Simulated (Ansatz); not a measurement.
Reaction (homolysis of the B–H bond): `OBCl` → `O[B]Cl`• + H•

Computed with Ansatz on PBE0-D4/def2-TZVP structures; ΔE is electronic, products minus reactants. CCSD(T)/CBS is the MP2 limit (def2-TZVPP, def2-QZVPP) plus CCSD(T) − MP2 in def2-TZVPP, frozen cores. This one scheme is used for every species, atoms too. Functionals use def2-TZVPP. B3LYP here is the variant with VWN-RPA as its local correlation; programs differ in this. HSE06 is defined as in plane-wave codes. No spin–orbit coupling; open shells (•) take unrestricted orbitals. Each species was taken in one conformer, which may not be the lowest.

| level | ΔE (kJ/mol) | difference from CCSD(T)/CBS |
| --- | --- | --- |
| revPBE-D4 | 439.7 | -29.8 |
| PBE0-D4 | 447.9 | -21.6 |
| HSE06-D4 | 448.0 | -21.5 |
| BHLYP-D4 | 462.5 | -7.0 |
| ωB97X-V | 466.9 | -2.6 |
| PBE-QIDH | 454.7 | -14.8 |
| BLYP | 450.7 | -18.8 |
| B3LYP | 459.8 | -9.7 |
| r2SCANh | 444.6 | -24.9 |
| HF/def2-SVP | 378.6 | -90.9 |
| CCSD(T)/def2-SVP | 452.7 | -16.8 |
| HF/def2-TZVPP | 374.7 | -94.8 |
| MP2/def2-TZVPP | 454.0 | -15.5 |
| SCS-MP2/def2-TZVPP | 466.4 | -3.1 |
| MP2/def2-QZVPP | 457.7 | -11.8 |
| HF/CBS(def2) | 374.4 | -95.1 |
| CCSD(T)/CBS | 469.5 | 0 |

Largest T1 diagnostic among the species: 0.015.

In def2-TZVPP, CCSD(T) changes the Hartree–Fock value by +88.3 kJ/mol (the triples alone add +0.6 kJ/mol) and MP2 by +79.3 kJ/mol; breaking electron pairs costs correlation energy, which Hartree–Fock lacks. From BLYP to BHLYP (50 % exact exchange), in def2-TZVPP and without D4, ΔE moves by +11.1 kJ/mol.
